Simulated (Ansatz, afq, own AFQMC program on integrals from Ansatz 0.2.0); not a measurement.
Integrals from Ansatz 0.2.0, then the random walk in our own AFQMC program (afq).

```yaml
crystal:
  periodic: [false, false, false]
  atoms:
    - {symbol: Si, position_ang: [0.000000, -0.086559, 2.805147]}
    - {symbol: Al, position_ang: [0.000000, -0.028386, -2.948284]}
    - {symbol: H, position_ang: [0.000000, 3.171759, 0.759243]}
basis:
  gaussian: {orbitals: 6-31G}
magnetization: {spin_polarized: true, initial_magnetization: 2}
correlation: {method: ccsd_t, electrons: outside_noble_gas, hamiltonian_folder: ham}
```

```sh
$ ansatz run in.yaml --threads 1 --pin off --events-out ev --progress --plain --max-ram 24576MiB --backend cuda --devices 0, --max-vram 18GiB
```

Options of the walk:

```
--method phaseless --trial hf --walkers 4000 --populations 20 --least-time 40 --time-step 0.005 --steps-per-block 20 --equilibration-blocks 160 --max-blocks 4000 --target-error 0.0017000 --factor-cut 1e-05 --start spin_pure --seed 5579 --taylor-order 6
```

Times are imaginary, in 1/Eh. The walk had a cap of 49 s. With eight or more populations the least sampling time is a fifth of least-time, and the error comes from their spread.

Log:

```
orbitals 18  electrons 5 3  factors 78 of 312
reference energy -531.18240099 Eh
CCSD correlation -0.05348947 Eh in 62 cycles, weight of the determinant in the CISD state 0.9002
energy of the start -531.183435 Eh
 block  time / (1/Eh)  mean weight  energy / Eh
     1     0.100  1.0001  -531.187564
     2     0.200  1.0000  -531.191300
     3     0.300  1.0002  -531.194805
     4     0.400  1.0002  -531.197990
     5     0.500  1.0002  -531.201125
     8     0.800  1.0002  -531.208697
    13     1.300  1.0001  -531.217953
    25     2.500  1.0000  -531.230993
    31     3.100  0.9999  -531.233353
    49     4.900  1.0001  -531.235722
    67     6.700  1.0000  -531.236166
    85     8.500  1.0000  -531.233354
   103    10.300  1.0000  -531.237121
   121    12.100  1.0000  -531.236991
   127    12.700  0.9997  -531.237854
   139    13.900  1.0001  -531.235383
   157    15.700  1.0002  -531.235715
   175    17.500  0.9999  -531.235107
   193    19.300  1.0000  -531.236673
   211    21.100  0.9997  -531.236557
   229    22.900  1.0002  -531.236714
   235    23.500  0.9999  -531.237047
error from the spread of 20 populations
energy -531.236378 +/- 0.000453 Eh
(rows thinned)
```

The run passed its tests (sampling time, drift between the halves within three errors, error under three times the target), which doesn't prove that it has relaxed.

Against this walk (error 12.3 meV) on the same determinant: CCSD(T) 4.1 meV higher (within the noise), CCSDT(Q) 21.1 meV lower (within the noise), CCSDTQ 25.8 meV lower, full CI 26.7 meV lower, a separate phaseless walk with a CISD trial and standard settings 5.5 ± 12.4 meV lower (within the noise). The error is statistical and leaves out the bias of the constraint. The determinant has ⟨S²⟩ = 2.99, so the low cluster orders mix in higher spin, while the walk starts as a pure triplet. The determinant is a poor start (see the cautions), so the low cluster orders aren't to be relied on, and full CI is the sure value.

Cautions: constraint bias not in the error; lower spins were not checked; unrestricted determinant spin contaminated (⟨S²⟩ 2.99 against 2.00); the next higher spin lies close (full CI puts it 61 meV above).

The walk took 12 s on 1 × NVIDIA H100 80GB HBM3 with 2 threads of AMD EPYC 7R13 Processor (Zen 3), with other jobs on the host (the card was shared). The log's last line is the phaseless energy.

CCSDT and higher add their correlation energy to the determinant of the CCSD(T) run, since their own runs factorise the integrals more tightly (a shift of under 2 meV). A walk keeps the symmetry of its determinant, which the program's search chose and which needn't be the lowest solution, so a lower state of the same spin and another symmetry isn't excluded.
